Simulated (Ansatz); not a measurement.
# NH4O (doublet): the correlation ladder at distance N1–H4 along a hydrogen transfer = 1.542 Å, cc-pVDZ

One table from this session's results is given with a row withheld; the runs are named, their logs left out.

Program: Ansatz 0.2.0, Gaussian basis. Level of theory: cc-pVDZ, core rule «outside noble gas», up to 2 orbitals frozen. These are calculated values, not measurements.

Plan: UHF; CCSD(T) on ROHF; CCSD(T) on UHF; BCCD(T) on ROHF; CISD; CCSDT(Q) on ROHF; CCSDT(Q) on UHF; CASSCF and MRCISD+Q, 3 electrons in 3 orbitals; CASSCF and NEVPT2, 3 electrons in 3 orbitals.

## The system

The geometry derives from fragments relaxed apart (PBE0/def2-TZVP) and kept rigid, so it is no stationary point. A hydrogen atom is moved between rigid fragments.

6 atoms, charge 0, spin multiplicity 2.

Atoms are counted from 1 here; the program's logs count them from 0.

Bond lengths: N1–H2 1.012 Å, N1–H3 1.012 Å, H4–O5 0.990 Å, O5–H6 0.973 Å. Angles: H2–N1–H3 107.1°, H4–O5–H6 105.0°.

The first run:

in.yaml

```yaml
crystal:
  periodic: [false, false, false]
  atoms:
    - {symbol: N, position_ang: [-1.300652, 0.011087, -0.026067]}
    - {symbol: H, position_ang: [-1.597932, 0.978921, -0.026067]}
    - {symbol: H, position_ang: [-1.597931, -0.391211, 0.854193]}
    - {symbol: H, position_ang: [0.241348, 0.011087, -0.026067]}
    - {symbol: O, position_ang: [1.231348, 0.011087, -0.026067]}
    - {symbol: H, position_ang: [1.483207, -0.928863, -0.026067]}
basis:
  gaussian: {orbitals: cc-pVDZ}
magnetization: {spin_polarized: true, initial_magnetization: 1}
hamiltonian: {xc: hf}
output: {orbitals: {seedname: orbitals}}
```

Command:

```
> ansatz run in.yaml --threads 1 --pin off --events-out ev --progress --plain --max-ram 2816MiB --backend cpu
```

Steps of the session up to this table: UHF; CCSD(T) on ROHF; CCSD(T) on UHF; BCCD(T) on ROHF; CISD; CCSDT(Q) on ROHF; CCSDT(Q) on UHF; CASSCF and MRCISD+Q, 3 electrons in 3 orbitals; CASSCF and NEVPT2, 3 electrons in 3 orbitals.

One table of the session follows, with a row left open; its other results are not shown here.

| method | from UCCSDT(Q) (kJ/mol) |
| --- | --- |
| ROHF | +1031.9 |
| UHF | +1020.0 |
| RMP2 | +93.1 |
| UMP2 | +93.4 |
| CISD | +103.0 |
| RCCSD | +21.2 |
| UCCSD | +21.0 |
| RCCSD(T) | +3.5 |
| UCCSD(T) | +3.5 |
| BCCD(T) | +3.5 |
| RCCSDT | +2.1 |
| UCCSDT | +2.0 |
| RCCSDT(Q) | +0.1 |
| UCCSDT(Q) | 0 |
| CASSCF pair | ? |
| NEVPT2 pair | +91.9 |
| MRCISD pair | +93.0 |
| MRCISD+Q pair | +11.9 |

**Question.** Estimate the row for CASSCF pair.

**Answer.** from UCCSDT(Q) (kJ/mol): +975.3. In the column «from UCCSDT(Q) (kJ/mol)» it lies between CISD (+103.0) and UHF (+1020.0).

Limits of these values: Restricted and unrestricted rows rest on different reference determinants; where their highest levels disagree by more than a few hundredths of an eV, they describe different states and don't form one ladder.
